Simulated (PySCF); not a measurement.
Gas-phase reaction: 2 HCN + 4 CH₄ = 2 NH₃ + 3 C₂H₄

Computed with PySCF and rigid-rotor harmonic-oscillator thermochemistry at 1 bar. The comparison is the NASA 1993 polynomial table, which mixes measured and estimated data. † marks an energy on the PBE0/def2-TZVP geometry and frequencies; other levels use their own. 6-31G* has spherical d functions here. All species are closed-shell singlets. B3LYP is the form with VWN-RPA correlation.

Levels: a) HF/def2-TZVP†; b) r2SCAN/def2-TZVP†; c) HF/6-31G*; d) B3LYP/6-31G*.

**Question.** Order the levels by the distance of their ΔH°(298 K) from the table for this reaction, closest first.

**Answer.** b (+8 kJ), a (+43 kJ), d (+79 kJ), c (+104 kJ)

The table gives 94 kJ. The order holds for this reaction alone, and for the 1993 entries, some of which have been revised since.
